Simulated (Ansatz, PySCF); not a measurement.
For 3C-SiC, B3LYP (VWN-RPA form) (plane waves, PAW; Ansatz, a program for electronic structure) gives:

- lattice parameter a: 4.375 Å
- bulk modulus: 218 GPa
- cohesive energy: 5.93 eV/atom

Task: What does MP2 (PySCF, GTH pseudopotentials, Gaussian basis) give for the same quantities?

Result: 
- lattice constant a: 4.347 Å (shrinks by 0.6 %)
- bulk modulus: 233 GPa (rises by 6.9 %)
- cohesive energy: 7.02 eV/atom (grows by 1.09 eV/atom)

For comparison: lattice constant a 4.346 Å (measured, static lattice: zero-point anharmonic expansion removed, our sources range from 4.341 to 4.348; as tabulated in Mejia-Rodriguez and Trickey (2018), arXiv:1807.09216); bulk modulus 229 GPa (measured, 0 K value with the zero-point phonon effect removed; as tabulated in Mejia-Rodriguez and Trickey (2018), arXiv:1807.09216); cohesive energy 6.48 eV/atom (measured, static lattice: zero-point vibration energy added; as tabulated in Mejia-Rodriguez and Trickey (2018), arXiv:1807.09216).

Changes are worked out from the printed values.

Unless a cell is named, each level is at its own relaxed cell (B3LYP (VWN-RPA form) 10.47, MP2 10.27 Å³/atom).

Ansatz's density-functional and Hartree–Fock values are scalar-relativistic unless marked +SOC, with PAW data made under PBE.
